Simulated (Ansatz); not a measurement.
System: C2H6N, charge 0, doublet. C2H6N (SMILES C[CH]N, doublet).
B3LYP-D3(BJ)/def2-TZVP minimum from Ansatz (a program for electronic structure):
```xyz
9

C      1.2289    -0.2653    -0.0845
C     -0.0679     0.1514     0.5104
N     -1.1869     0.1736    -0.3274
H      1.5845     0.4305    -0.8614
H      2.0033    -0.3268     0.6805
H      1.1541    -1.2515    -0.5578
H     -0.0803     0.8891     1.3029
H     -2.0677     0.3344     0.1386
H     -1.2520    -0.6074    -0.9664
```
Charge 0, spin multiplicity 2.

Total energies in hartree (Ansatz). Radicals and triplets start from unrestricted determinants; spin-orbit coupling is neglected. Cores are frozen in correlated methods. No relativity. Where a partner has so few electrons that a lower coupled-cluster level is exact, that level stands in.

```csv
species,HF/cc-pVTZ,CCSD(T)/cc-pVTZ,HF/cc-pVQZ,CCSD(T)/cc-pVQZ,CCSD(T)/cc-pVDZ,CCSDT(Q)/cc-pVDZ
"1: C2H6N (SMILES N[CH]C, doublet)",-133.68308,-134.28200,-133.69307,-134.32395,-134.13481,-134.13648
2: C (triplet),-37.69157,-37.78076,-37.69331,-37.78654,-37.76038,-37.76071
3: N (quartet),-54.40069,-54.51471,-54.40372,-54.52482,-54.47850,-54.47866
4: H (doublet),-0.49981,-0.49981,-0.49995,-0.49995,-0.49928,-0.49928
```

Problem. Work out the atomisation energy (electronic, to ground-state atoms) in kJ/mol: take Hartree-Fock from cc-pVQZ, extrapolate the CCSD(T) correlation energy as X^-3 (X = 3, 4), and add CCSDT(Q) - CCSD(T) in cc-pVDZ. 1 hartree = 2625.5 kJ/mol.

Solution. 
Species 1: correlation (64·(-0.63088) - 27·(-0.59892))/37 = -0.65420; step -0.00167; E1 = -133.69307 + (-0.65420) + (-0.00167) = -134.34894
Species 2: correlation (64·(-0.09323) - 27·(-0.08919))/37 = -0.09618; step -0.00033; E2 = -37.69331 + (-0.09618) + (-0.00033) = -37.78982
Species 3: correlation (64·(-0.12110) - 27·(-0.11402))/37 = -0.12627; step -0.00016; E3 = -54.40372 + (-0.12627) + (-0.00016) = -54.53015
Species 4: correlation (64·(0.00000) - 27·(0.00000))/37 = 0.00000; step +0.00000; E4 = -0.49995 + (0.00000) + (+0.00000) = -0.49995
-1·E1 +2·E2 +1·E3 +6·E4 = 1.23945 hartree = 3254.2 kJ/mol.
